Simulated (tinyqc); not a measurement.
Worked calculation (part 1 of 2): RHF in the sto-3g basis, for CH3-, spin multiplicity 1. The basis has no diffuse functions, so it cannot describe the extra electron: this is an exercise in the method, not the real anion. Computed by tinyqc, a small Python program that keeps every step (integrals from PySCF). Settings: charge = -1, multiplicity = 1, basis = sto-3g, energy threshold = 1e-09, iteration cap = 83, orthogonalisation = canonical, start = core, DIIS depth = 0, method = RHF. Command: `OMP_NUM_THREADS=1 python tinyqc.py 24570 24571 out.jsonl` (the two numbers bound the seeds that draw the settings). One thread of a shared host (Intel(R) Xeon(R) Processor @ 2.60GHz), about 0.07 s of CPU time with the checks. Later iterations appear only in the table of the cycle.

## One-electron integrals

Geometry (angstrom):
```
atom        x        y       z
C      0.0000   0.0000  0.1000
H      1.2180   0.0000  0.0000
H     -0.6090   1.0550  0.0000
H     -0.6090  -1.0550  0.0000
```

Basis sto-3g: exponents (1/bohr^2) and contraction coefficients of normalised primitives:
```
element  l (shell)  exponent  coefficient
C            s (1)   71.6168       0.1543
C            s (1)   13.0451       0.5353
C            s (1)    3.5305       0.4446
C            s (2)    2.9412      -0.1000
C            s (2)    0.6835       0.3995
C            s (2)    0.2223       0.7001
C            p (3)    2.9412       0.1559
C            p (3)    0.6835       0.6077
C            p (3)    0.2223       0.3920
H            s (1)    3.4253       0.1543
H            s (1)    0.6239       0.5353
H            s (1)    0.1689       0.4446
```

Overlap, kinetic and nuclear-attraction integrals over the contracted functions; the nuclear repulsion is the sum of Za Zb / Rab.

nuclear repulsion = 8.545913 hartree

overlap S:
```
         1C 1s   1C 2s   1C 2px   1C 2py   1C 2pz    2H 1s    3H 1s    4H 1s
1C 1s   1.0000  0.2484   0.0000   0.0000   0.0000   0.0458   0.0458   0.0458
1C 2s   0.2484  1.0000   0.0000   0.0000   0.0000   0.4176   0.4175   0.4175
1C 2px  0.0000  0.0000   1.0000   0.0000   0.0000   0.4175  -0.2087  -0.2087
1C 2py  0.0000  0.0000   0.0000   1.0000   0.0000   0.0000   0.3616  -0.3616
1C 2pz  0.0000  0.0000   0.0000   0.0000   1.0000  -0.0343  -0.0343  -0.0343
2H 1s   0.0458  0.4176   0.4175   0.0000  -0.0343   1.0000   0.0993   0.0993
3H 1s   0.0458  0.4175  -0.2087   0.3616  -0.0343   0.0993   1.0000   0.0993
4H 1s   0.0458  0.4175  -0.2087  -0.3616  -0.0343   0.0993   0.0993   1.0000
```

kinetic energy T (hartree):
```
          1C 1s    1C 2s   1C 2px   1C 2py   1C 2pz    2H 1s    3H 1s    4H 1s
1C 1s   15.8911  -0.0859   0.0000   0.0000   0.0000  -0.0122  -0.0122  -0.0122
1C 2s   -0.0859   0.4722   0.0000   0.0000   0.0000   0.0688   0.0688   0.0688
1C 2px   0.0000   0.0000   1.4777   0.0000   0.0000   0.1863  -0.0931  -0.0931
1C 2py   0.0000   0.0000   0.0000   1.4777   0.0000   0.0000   0.1613  -0.1613
1C 2pz   0.0000   0.0000   0.0000   0.0000   1.4777  -0.0153  -0.0153  -0.0153
2H 1s   -0.0122   0.0688   0.1863   0.0000  -0.0153   0.7600  -0.0111  -0.0111
3H 1s   -0.0122   0.0688  -0.0931   0.1613  -0.0153  -0.0111   0.7600  -0.0111
4H 1s   -0.0122   0.0688  -0.0931  -0.1613  -0.0153  -0.0111  -0.0111   0.7600
```

nuclear attraction V (hartree):
```
           1C 1s    1C 2s   1C 2px   1C 2py   1C 2pz    2H 1s    3H 1s    4H 1s
1C 1s   -34.9517  -4.5148   0.0000   0.0000   0.0033  -0.8444  -0.8441  -0.8441
1C 2s    -4.5148  -6.4688   0.0000   0.0000   0.0356  -2.2143  -2.2137  -2.2137
1C 2px    0.0000   0.0000  -6.4759   0.0000   0.0000  -2.0398   1.0196   1.0196
1C 2py    0.0000   0.0000   0.0000  -6.4759   0.0000   0.0000  -1.7662   1.7662
1C 2pz    0.0033   0.0356   0.0000   0.0000  -6.3277   0.1746   0.1746   0.1746
2H 1s    -0.8444  -2.2143  -2.0398   0.0000   0.1746  -4.2930  -0.4773  -0.4773
3H 1s    -0.8441  -2.2137   1.0196  -1.7662   0.1746  -0.4773  -4.2927  -0.4771
4H 1s    -0.8441  -2.2137   1.0196   1.7662   0.1746  -0.4773  -0.4771  -4.2927
```

core Hamiltonian H = T + V (hartree):
```
           1C 1s    1C 2s   1C 2px   1C 2py   1C 2pz    2H 1s    3H 1s    4H 1s
1C 1s   -19.0605  -4.6007   0.0000   0.0000   0.0033  -0.8566  -0.8563  -0.8563
1C 2s    -4.6007  -5.9966   0.0000   0.0000   0.0356  -2.1455  -2.1450  -2.1450
1C 2px    0.0000   0.0000  -4.9981   0.0000   0.0000  -1.8535   0.9265   0.9265
1C 2py    0.0000   0.0000   0.0000  -4.9981   0.0000   0.0000  -1.6050   1.6050
1C 2pz    0.0033   0.0356   0.0000   0.0000  -4.8500   0.1593   0.1593   0.1593
2H 1s    -0.8566  -2.1455  -1.8535   0.0000   0.1593  -3.5330  -0.4884  -0.4884
3H 1s    -0.8563  -2.1450   0.9265  -1.6050   0.1593  -0.4884  -3.5327  -0.4882
4H 1s    -0.8563  -2.1450   0.9265   1.6050   0.1593  -0.4884  -0.4882  -3.5327
```

## Two-electron integrals

Functions are numbered as in S; the eight-fold symmetry (ij|kl) = (ji|kl) = (kl|ij) leaves the list below.

Two-electron integrals (ij|kl) in chemists' order, unique and non-zero (hartree):
```
(11|11) 3.5419      (21|11) 0.5769      (21|21) 0.1119      (22|11) 0.8547
(22|21) 0.2053      (22|22) 0.6247      (31|31) 0.0203      (32|31) 0.0309
(32|32) 0.1380      (33|11) 0.8524      (33|21) 0.2053      (33|22) 0.6246
(33|33) 0.6728      (41|41) 0.0203      (42|41) 0.0309      (42|42) 0.1380
(43|43) 0.0363      (44|11) 0.8524      (44|21) 0.2053      (44|22) 0.6246
(44|33) 0.6003      (44|44) 0.6728      (51|51) 0.0203      (52|51) 0.0309
(52|52) 0.1380      (53|53) 0.0363      (54|54) 0.0363      (55|11) 0.8524
(55|21) 0.2053      (55|22) 0.6246      (55|33) 0.6003      (55|44) 0.6003
(55|55) 0.6728      (61|11) 0.1069      (61|21) 0.0206      (61|22) 0.0378
(61|31) 0.0012      (61|32) 0.0023      (61|33) 0.0381      (61|44) 0.0377
(61|51) -1.02e-04   (61|52) -1.91e-04   (61|53) -3.26e-05   (61|55) 0.0377
(61|61) 0.0039      (62|11) 0.2695      (62|21) 0.0657      (62|22) 0.2215
(62|31) 0.0062      (62|32) 0.0439      (62|33) 0.2320      (62|44) 0.2161
(62|51) -0.0005     (62|52) -0.0036     (62|53) -0.0013     (62|55) 0.2162
(62|61) 0.0126      (62|62) 0.1051      (63|11) 0.2340      (63|21) 0.0577
(63|22) 0.2065      (63|31) 0.0112      (63|32) 0.0726      (63|33) 0.2268
(63|44) 0.1961      (63|51) -3.89e-04   (63|52) -0.0031     (63|53) -0.0018
(63|55) 0.1962      (63|61) 0.0116      (63|62) 0.1163      (63|63) 0.1388
(64|41) 0.0065      (64|42) 0.0348      (64|43) 0.0085      (64|54) -0.0007
(64|64) 0.0125      (65|11) -0.0192     (65|21) -0.0047     (65|22) -0.0170
(65|31) -3.89e-04   (65|32) -0.0031     (65|33) -0.0172     (65|44) -0.0161
(65|51) 0.0065      (65|52) 0.0351      (65|53) 0.0085      (65|55) -0.0175
(65|61) -0.0010     (65|62) -0.0095     (65|63) -0.0104     (65|65) 0.0134
(66|11) 0.4271      (66|21) 0.1058      (66|22) 0.4068      (66|31) 0.0122
(66|32) 0.1167      (66|33) 0.4485      (66|44) 0.3855      (66|51) -0.0010
(66|52) -0.0096     (66|53) -0.0052     (66|55) 0.3859      (66|61) 0.0206
(66|62) 0.2483      (66|63) 0.3028      (66|65) -0.0249     (66|66) 0.7746
(71|11) 0.1069      (71|21) 0.0206      (71|22) 0.0378      (71|31) -0.0006
(71|32) -0.0012     (71|33) 0.0378      (71|41) 0.0011      (71|42) 0.0020
(71|43) -1.72e-04   (71|44) 0.0380      (71|51) -1.02e-04   (71|52) -1.91e-04
(71|53) 1.63e-05    (71|54) -2.82e-05   (71|55) 0.0377      (71|61) 0.0038
(71|62) 0.0118      (71|63) 0.0102      (71|64) 4.07e-04    (71|65) -0.0009
(71|66) 0.0190      (71|71) 0.0039      (72|11) 0.2694      (72|21) 0.0656
(72|22) 0.2214      (72|31) -0.0031     (72|32) -0.0219     (72|33) 0.2200
(72|41) 0.0054      (72|42) 0.0380      (72|43) -0.0069     (72|44) 0.2280
(72|51) -0.0005     (72|52) -0.0036     (72|53) 0.0007      (72|54) -0.0011
(72|55) 0.2161      (72|61) 0.0118      (72|62) 0.0734      (72|63) 0.0639
(72|64) 0.0087      (72|65) -0.0065     (72|66) 0.1335      (72|71) 0.0126
(72|72) 0.1051      (73|11) -0.1170     (73|21) -0.0289     (73|22) -0.1032
(73|31) 0.0077      (73|32) 0.0443      (73|33) -0.1082     (73|41) -0.0021
(73|42) -0.0163     (73|43) 0.0103      (73|44) -0.1032     (73|51) 1.95e-04
(73|52) 0.0015      (73|53) -0.0010     (73|54) 4.91e-04    (73|55) -0.0981
(73|61) -0.0047     (73|62) -0.0244     (73|63) -0.0141     (73|64) -0.0021
(73|65) 0.0021      (73|66) -0.0376     (73|71) -0.0058     (73|72) -0.0581
(73|73) 0.0441      (74|11) 0.2026      (74|21) 0.0500      (74|22) 0.1788
(74|31) -0.0021     (74|32) -0.0163     (74|33) 0.1728      (74|41) 0.0101
(74|42) 0.0631      (74|43) -0.0094     (74|44) 0.1934      (74|51) -3.37e-04
(74|52) -0.0027     (74|53) 4.91e-04    (74|54) -0.0015     (74|55) 0.1699
(74|61) 0.0090      (74|62) 0.0597      (74|63) 0.0518      (74|64) 0.0146
(74|65) -0.0052     (74|66) 0.1094      (74|71) 0.0100      (74|72) 0.1007
(74|73) -0.0547     (74|74) 0.1072      (75|11) -0.0192     (75|21) -0.0047
(75|22) -0.0169     (75|31) 1.95e-04    (75|32) 0.0015      (75|33) -0.0164
(75|41) -3.37e-04   (75|42) -0.0027     (75|43) 4.91e-04    (75|44) -0.0169
(75|51) 0.0065      (75|52) 0.0351      (75|53) -0.0043     (75|54) 0.0074
(75|55) -0.0175     (75|61) -0.0009     (75|62) -0.0065     (75|63) -0.0055
(75|64) -0.0007     (75|65) 0.0087      (75|66) -0.0125     (75|71) -0.0010
(75|72) -0.0095     (75|73) 0.0052      (75|74) -0.0090     (75|75) 0.0134
(76|11) 0.0570      (76|21) 0.0139      (76|22) 0.0488      (76|31) 0.0005
(76|32) 0.0041      (76|33) 0.0492      (76|41) 0.0010      (76|42) 0.0072
(76|43) 3.19e-04    (76|44) 0.0496      (76|51) -1.81e-04   (76|52) -0.0014
(76|53) -1.85e-04   (76|54) -3.21e-04   (76|55) 0.0475      (76|61) 0.0026
(76|62) 0.0206      (76|63) 0.0211      (76|64) 0.0022      (76|65) -0.0021
(76|66) 0.0452      (76|71) 0.0026      (76|72) 0.0206      (76|73) -0.0086
(76|74) 0.0194      (76|75) -0.0021     (76|76) 0.0050      (77|11) 0.4270
(77|21) 0.1058      (77|22) 0.4068      (77|31) -0.0061     (77|32) -0.0583
(77|33) 0.4012      (77|41) 0.0106      (77|42) 0.1011      (77|43) -0.0273
(77|44) 0.4327      (77|51) -0.0010     (77|52) -0.0096     (77|53) 0.0026
(77|54) -0.0045     (77|55) 0.3859      (77|61) 0.0190      (77|62) 0.1335
(77|63) 0.1136      (77|64) 0.0221      (77|65) -0.0125     (77|66) 0.2503
(77|71) 0.0206      (77|72) 0.2482      (77|73) -0.1513     (77|74) 0.2622
(77|75) -0.0248     (77|76) 0.0452      (77|77) 0.7746      (81|11) 0.1069
(81|21) 0.0206      (81|22) 0.0378      (81|31) -0.0006     (81|32) -0.0012
(81|33) 0.0378      (81|41) -0.0011     (81|42) -0.0020     (81|43) 1.72e-04
(81|44) 0.0380      (81|51) -1.02e-04   (81|52) -1.91e-04   (81|53) 1.63e-05
(81|54) 2.82e-05    (81|55) 0.0377      (81|61) 0.0038      (81|62) 0.0118
(81|63) 0.0102      (81|64) -4.07e-04   (81|65) -0.0009     (81|66) 0.0190
(81|71) 0.0038      (81|72) 0.0118      (81|73) -0.0054     (81|74) 0.0086
(81|75) -0.0009     (81|76) 0.0025      (81|77) 0.0190      (81|81) 0.0039
(82|11) 0.2694      (82|21) 0.0656      (82|22) 0.2214      (82|31) -0.0031
(82|32) -0.0219     (82|33) 0.2200      (82|41) -0.0054     (82|42) -0.0380
(82|43) 0.0069      (82|44) 0.2280      (82|51) -0.0005     (82|52) -0.0036
(82|53) 0.0007      (82|54) 0.0011      (82|55) 0.2161      (82|61) 0.0118
(82|62) 0.0734      (82|63) 0.0639      (82|64) -0.0087     (82|65) -0.0065
(82|66) 0.1335      (82|71) 0.0118      (82|72) 0.0733      (82|73) -0.0394
(82|74) 0.0510      (82|75) -0.0065     (82|76) 0.0154      (82|77) 0.1335
(82|81) 0.0126      (82|82) 0.1051      (83|11) -0.1170     (83|21) -0.0289
(83|22) -0.1032     (83|31) 0.0077      (83|32) 0.0443      (83|33) -0.1082
(83|41) 0.0021      (83|42) 0.0163      (83|43) -0.0103     (83|44) -0.1032
(83|51) 1.95e-04    (83|52) 0.0015      (83|53) -0.0010     (83|54) -4.91e-04
(83|55) -0.0981     (83|61) -0.0047     (83|62) -0.0244     (83|63) -0.0141
(83|64) 0.0021      (83|65) 0.0021      (83|66) -0.0376     (83|71) -0.0054
(83|72) -0.0394     (83|73) 0.0289      (83|74) -0.0269     (83|75) 0.0034
(83|76) -0.0064     (83|77) -0.0759     (83|81) -0.0058     (83|82) -0.0581
(83|83) 0.0441      (84|11) -0.2026     (84|21) -0.0500     (84|22) -0.1788
(84|31) 0.0021      (84|32) 0.0163      (84|33) -0.1728     (84|41) 0.0101
(84|42) 0.0631      (84|43) -0.0094     (84|44) -0.1934     (84|51) 3.37e-04
(84|52) 0.0027      (84|53) -4.91e-04   (84|54) -0.0015     (84|55) -0.1699
(84|61) -0.0090     (84|62) -0.0597     (84|63) -0.0518     (84|64) 0.0146
(84|65) 0.0052      (84|66) -0.1094     (84|71) -0.0086     (84|72) -0.0510
(84|73) 0.0269      (84|74) -0.0285     (84|75) 0.0044      (84|76) -0.0111
(84|77) -0.0873     (84|81) -0.0100     (84|82) -0.1007     (84|83) 0.0547
(84|84) 0.1072      (85|11) -0.0192     (85|21) -0.0047     (85|22) -0.0169
(85|31) 1.95e-04    (85|32) 0.0015      (85|33) -0.0164     (85|41) 3.37e-04
(85|42) 0.0027      (85|43) -4.91e-04   (85|44) -0.0169     (85|51) 0.0065
(85|52) 0.0351      (85|53) -0.0043     (85|54) -0.0074     (85|55) -0.0175
(85|61) -0.0009     (85|62) -0.0065     (85|63) -0.0055     (85|64) 0.0007
(85|65) 0.0087      (85|66) -0.0125     (85|71) -0.0009     (85|72) -0.0065
(85|73) 0.0034      (85|74) -0.0044     (85|75) 0.0087      (85|76) -0.0015
(85|77) -0.0125     (85|81) -0.0010     (85|82) -0.0095     (85|83) 0.0052
(85|84) 0.0090      (85|85) 0.0134      (86|11) 0.0570      (86|21) 0.0139
(86|22) 0.0488      (86|31) 0.0005      (86|32) 0.0041      (86|33) 0.0492
(86|41) -0.0010     (86|42) -0.0072     (86|43) -3.19e-04   (86|44) 0.0496
(86|51) -1.81e-04   (86|52) -0.0014     (86|53) -1.85e-04   (86|54) 3.21e-04
(86|55) 0.0475      (86|61) 0.0026      (86|62) 0.0206      (86|63) 0.0211
(86|64) -0.0022     (86|65) -0.0021     (86|66) 0.0452      (86|71) 0.0025
(86|72) 0.0154      (86|73) -0.0064     (86|74) 0.0111      (86|75) -0.0015
(86|76) 0.0039      (86|77) 0.0277      (86|81) 0.0026      (86|82) 0.0206
(86|83) -0.0086     (86|84) -0.0194     (86|85) -0.0021     (86|86) 0.0050
(87|11) 0.0570      (87|21) 0.0139      (87|22) 0.0488      (87|31) -0.0011
(87|32) -0.0083     (87|33) 0.0497      (87|44) 0.0490      (87|51) -1.80e-04
(87|52) -0.0014     (87|53) 3.71e-04    (87|55) 0.0475      (87|61) 0.0025
(87|62) 0.0154      (87|63) 0.0128      (87|65) -0.0015     (87|66) 0.0277
(87|71) 0.0026      (87|72) 0.0205      (87|73) -0.0125     (87|74) 0.0172
(87|75) -0.0021     (87|76) 0.0039      (87|77) 0.0452      (87|81) 0.0026
(87|82) 0.0205      (87|83) -0.0125     (87|84) -0.0172     (87|85) -0.0021
(87|86) 0.0039      (87|87) 0.0050      (88|11) 0.4270      (88|21) 0.1058
(88|22) 0.4068      (88|31) -0.0061     (88|32) -0.0583     (88|33) 0.4012
(88|41) -0.0106     (88|42) -0.1011     (88|43) 0.0273      (88|44) 0.4327
(88|51) -0.0010     (88|52) -0.0096     (88|53) 0.0026      (88|54) 0.0045
(88|55) 0.3859      (88|61) 0.0190      (88|62) 0.1335      (88|63) 0.1136
(88|64) -0.0221     (88|65) -0.0125     (88|66) 0.2503      (88|71) 0.0190
(88|72) 0.1335      (88|73) -0.0759     (88|74) 0.0873      (88|75) -0.0125
(88|76) 0.0277      (88|77) 0.2502      (88|81) 0.0206      (88|82) 0.2482
(88|83) -0.1513     (88|84) -0.2622     (88|85) -0.0248     (88|86) 0.0452
(88|87) 0.0452      (88|88) 0.7746
```

## Orthogonalisation

S = U s U^T; canonical form X = U s^(-1/2), so that X^T S X = 1. Each column of U has its largest component positive (the first on a tie).

eigenvalues of S: 0.3382  0.4366  0.4366  0.9624  1.0098  1.4641  1.4641  1.8882

X:
```
              1        2        3        4        5        6        7        8
1C 1s   -0.3596   0.0002   0.0000   0.8590   0.4287  -0.0001   0.0000   0.1791
1C 2s    1.2982  -0.0006   0.0000  -0.0365   0.0637  -0.0001   0.0000   0.4743
1C 2px   0.0006   1.0171   0.0000   0.0000   0.0000   0.6120   0.0000   0.0001
1C 2py   0.0000   0.0000   1.0171   0.0000   0.0000   0.0000   0.6120   0.0000
1C 2pz  -0.0955   0.0000   0.0000  -0.4626   0.8837   0.0000   0.0000  -0.0348
2H 1s   -0.6152  -0.9147   0.0000  -0.1692  -0.0845   0.4534   0.0000   0.3008
3H 1s   -0.6144   0.4578  -0.7924  -0.1692  -0.0845  -0.2268   0.3928   0.3007
4H 1s   -0.6144   0.4578   0.7924  -0.1692  -0.0845  -0.2268  -0.3928   0.3007
```

Within a degenerate level the vectors are fixed only up to a rotation; this is one choice.

## Starting guess

The start is the orbitals of the core Hamiltonian; D = 2 C_occ C_occ^T.

D at the start:
```
          1C 1s    1C 2s   1C 2px   1C 2py   1C 2pz    2H 1s    3H 1s    4H 1s
1C 1s    2.1536  -0.6582   0.0000   0.0000   0.0114   0.0764   0.0764   0.0764
1C 2s   -0.6582   2.7965   0.0001   0.0000  -0.0640  -0.3049  -0.3048  -0.3048
1C 2px   0.0000   0.0001   2.4264   0.0000   0.0000  -0.4182   0.2090   0.2090
1C 2py   0.0000   0.0000   0.0000   2.4264   0.0000   0.0000  -0.3622   0.3622
1C 2pz   0.0114  -0.0640   0.0000   0.0000   2.0058   0.0351   0.0351   0.0351
2H 1s    0.0764  -0.3049  -0.4182   0.0000   0.0351   0.1057  -0.0024  -0.0024
3H 1s    0.0764  -0.3048   0.2090  -0.3622   0.0351  -0.0024   0.1057  -0.0024
4H 1s    0.0764  -0.3048   0.2090   0.3622   0.0351  -0.0024  -0.0024   0.1057
```

## Iteration 1: building the Fock matrix

J_ij = sum D_kl (ij|kl), K_ij = sum D_kl (ik|jl); F = H + J - 0.5 K; E = tr D H + tr D J / 2 - 0.25 tr D K + E_nn.

Coulomb J (hartree):
```
          1C 1s   1C 2s   1C 2px   1C 2py   1C 2pz    2H 1s    3H 1s    4H 1s
1C 1s   14.2048  2.8545   0.0000   0.0000  -0.0006   0.5269   0.5268   0.5268
1C 2s    2.8545  6.8201   0.0000   0.0000   0.0017   2.3351   2.3346   2.3346
1C 2px   0.0000  0.0000   6.8104   0.0000   0.0000   2.1329  -1.0661  -1.0661
1C 2py   0.0000  0.0000   0.0000   6.8104   0.0000   0.0000   1.8468  -1.8468
1C 2pz  -0.0006  0.0017   0.0000   0.0000   6.8225  -0.1747  -0.1746  -0.1746
2H 1s    0.5269  2.3351   2.1329   0.0000  -0.1747   4.0995   0.5087   0.5087
3H 1s    0.5268  2.3346  -1.0661   1.8468  -0.1746   0.5087   4.0991   0.5084
4H 1s    0.5268  2.3346  -1.0661  -1.8468  -0.1746   0.5087   0.5084   4.0991
```

exchange K (hartree):
```
          1C 1s   1C 2s   1C 2px   1C 2py   1C 2pz    2H 1s    3H 1s    4H 1s
1C 1s    7.3298  1.3570   0.0000   0.0000  -0.0002   0.2656   0.2656   0.2656
1C 2s    1.3570  2.2107   0.0000   0.0000   0.0006   0.6585   0.6584   0.6584
1C 2px   0.0000  0.0000   1.8168   0.0000   0.0000   0.4507  -0.2253  -0.2253
1C 2py   0.0000  0.0000   0.0000   1.8168   0.0000   0.0000   0.3903  -0.3903
1C 2pz  -0.0002  0.0006   0.0000   0.0000   1.8324  -0.0364  -0.0364  -0.0364
2H 1s    0.2656  0.6585   0.4507   0.0000  -0.0364   0.3501   0.1446   0.1446
3H 1s    0.2656  0.6584  -0.2253   0.3903  -0.0364   0.1446   0.3499   0.1446
4H 1s    0.2656  0.6584  -0.2253  -0.3903  -0.0364   0.1446   0.1446   0.3499
```

Fock matrix F (hartree):
```
          1C 1s    1C 2s   1C 2px   1C 2py  1C 2pz    2H 1s    3H 1s    4H 1s
1C 1s   -8.5207  -2.4247   0.0000   0.0000  0.0028  -0.4625  -0.4623  -0.4623
1C 2s   -2.4247  -0.2818  -0.0001   0.0000  0.0370  -0.1396  -0.1396  -0.1396
1C 2px   0.0000  -0.0001   0.9039   0.0000  0.0000   0.0540  -0.0270  -0.0270
1C 2py   0.0000   0.0000   0.0000   0.9039  0.0000   0.0000   0.0467  -0.0467
1C 2pz   0.0028   0.0370   0.0000   0.0000  1.0563   0.0029   0.0029   0.0029
2H 1s   -0.4625  -0.1396   0.0540   0.0000  0.0029   0.3914  -0.0520  -0.0520
3H 1s   -0.4623  -0.1396  -0.0270   0.0467  0.0029  -0.0520   0.3915  -0.0520
4H 1s   -0.4623  -0.1396  -0.0270  -0.0467  0.0029  -0.0520  -0.0520   0.3915
```

total energy of this density = -35.484108 hartree
